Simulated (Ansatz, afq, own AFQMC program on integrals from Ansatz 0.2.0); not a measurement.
**CH$_{2}$N, quartet: AFQMC among the cluster methods**

```xyz
4

N    -0.0260    0.0000    0.6953
C     0.0653    0.0000   -0.6235
H    -0.2086   -0.9302   -1.1165
H    -0.2086    0.9302   -1.1165
```

Connectivity, by distances: N–CH2.

Basis cc-pVDZ. Noble-gas cores (and the filled d shells of Ga–Kr and In–Xe) are frozen. Integrals, coupled cluster, full CI and functionals: Ansatz 0.2.0; the random walks run on the same integrals in our own AFQMC program. ph-AFQMC/CISD is guided by a CISD state made of CCSD amplitudes; releasing the constraint for a short imaginary time cuts its bias at the price of noise, slowly where states lie close. ± is one standard error of the sampling.

Determinant: UHF, the one that the program's search chose, which needn't be the lowest solution. The geometry is a point of a scan.

No full CI on the walks' own integrals is used here; CCSDT(Q) serves as the reference and is uncertain by about the last step of the cluster series.

Cautions: lower spins were not checked.

The T1 diagnostic is 0.0148 and the weight of the determinant in the CISD state is 0.913. The ⟨S²⟩ of the determinant is 3.765 and the size of the correlated space is 11 electrons in 36 orbitals.

Reference: CCSDT(Q), correlation energy -6.644 eV. The released energy is read at 1.62 1/Eh, later times being too noisy (meV from the phaseless value at times in 1/Eh: -11 ± 11 at 0.24, -22 ± 8 at 0.51, -18 ± 11 at 0.99, -28 ± 13 at 1.62, -5 ± 13 at 2.40).

```json
{"level": "HF", "E − E(reference) (kcal/mol)": "153.20", "share of correlation (%)": "0.00"}
{"level": "MP2", "E − E(reference) (kcal/mol)": "24.81", "share of correlation (%)": "83.80"}
{"level": "CCSD", "E − E(reference) (kcal/mol)": "3.53", "share of correlation (%)": "97.70"}
{"level": "CCSD(T)", "E − E(reference) (kcal/mol)": "0.60", "share of correlation (%)": "99.61"}
{"level": "CCSDT", "E − E(reference) (kcal/mol)": "0.16", "share of correlation (%)": "99.90"}
{"level": "ph-AFQMC/CISD", "E − E(reference) (kcal/mol)": "0.08 ± 0.15", "share of correlation (%)": "99.95"}
{"level": "released AFQMC", "E − E(reference) (kcal/mol)": "-0.57 ± 0.29", "share of correlation (%)": "100.37"}
```

A walk keeps the symmetry of its determinant, which the program's search chose and which needn't be the lowest solution, so a lower state of the same spin and another symmetry isn't excluded. Released energies are given only where the last usable release times agree within the noise; a slower fall can still hide under it.
